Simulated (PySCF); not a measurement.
H3Si, SMILES [SiH3], multiplicity 2. The structure is a stationary point at B3LYP-D3(BJ)/def2-TZVPD. The isomer is the one that the SMILES or the coordinates give; other isomers of the formula were not compared.

These are PySCF with B3LYP-D3(BJ)/def2-TZVPD values and carry that method's errors.

Harmonic wavenumbers (cm⁻¹): 768, 936, 936, 2192, 2231, 2231. Rotational constants (GHz): 141.3, 141.3, 83.91; symmetry number 3.

Problem. Work out the zero-point energy and the ideal-gas rigid-rotor harmonic-oscillator thermochemistry at 298.15 K and 1 atm.

Solution. ZPE = ½ Σ hcν = ½ × 9295 cm⁻¹ = 13.29 kcal/mol. H − E(el) = 15.77 kcal/mol. Entropy in cal/(mol K): translation 36.24, rotation 13.73, vibration 0.48, spin 1.38, total 51.82. G − E(el) = 0.32 kcal/mol. Cp = 9.57 cal/(mol K).
